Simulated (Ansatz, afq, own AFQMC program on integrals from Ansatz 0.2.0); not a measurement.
# SiH2O, singlet in cc-pVDZ, levels against CCSDT(Q)

```xyz
4

Si    0.0000    0.2242    0.5449
O     0.0000   -0.3900   -0.9946
H     0.0000    1.2948    1.6401
H     0.0000   -1.3500   -1.0349
```

Connectivity, by distances: SiH–OH.

Basis cc-pVDZ. Noble-gas cores (and the filled d shells of Ga–Kr and In–Xe) are frozen. Ansatz 0.2.0 and our own AFQMC program on the same integrals; the CISD trial comes from CCSD amplitudes, and released means the phaseless constraint is let go. Uncertainties: one standard error, sampling alone.

Determinant: RHF, the one that the program's search chose, which needn't be the lowest solution. The geometry is a point of a scan.

No full CI on the walks' own integrals is used here; CCSDT(Q) serves as the reference and is uncertain by about the last step of the cluster series.

Cautions: higher spins were not checked; restricted determinant unstable towards unrestricted (UHF 678 meV lower, ⟨S²⟩ 0.85); raised T1 diagnostic (T1 0.021, weight of the determinant 0.86, largest double 0.14).

- T1 diagnostic: 0.0215
- weight of the determinant in the CISD state: 0.856
- size of the correlated space: 12 electrons in 36 orbitals

```json
{"level": "MP2", "correlation energy (eV)": "-7.5875"}
{"level": "CCSD", "correlation energy (eV)": "-8.3001"}
{"level": "CCSD(T)", "correlation energy (eV)": "-8.5358"}
```

Question: Estimate where AFQMC with the constraint released lies against CCSD(T) on the same integrals.

Answer: 6.1 ± 2.8 kJ/mol below CCSD(T).

Reference: CCSDT(Q), correlation energy -8.595 eV. The released energy is read at 1.62 1/Eh, later times being too noisy (meV from the phaseless value at times in 1/Eh: -18 ± 20 at 0.24, -20 ± 20 at 0.51, -44 ± 30 at 0.99, -43 ± 29 at 1.62, -33 ± 48 at 2.40).

| level | E − E(reference) (kJ/mol) | share of correlation (%) |
| --- | --- | --- |
| CCSD(T) | 5.7 | 99.31 |
| CCSDT | 2.8 | 99.66 |
| ph-AFQMC/CISD | 3.8 ± 1.6 | 99.54 |
| released AFQMC | -0.4 ± 2.8 | 100.05 |

A walk keeps the symmetry of its determinant, which the program's search chose and which needn't be the lowest solution, so a lower state of the same spin and another symmetry isn't excluded. Released energies are given only where the last usable release times agree within the noise; a slower fall can still hide under it.
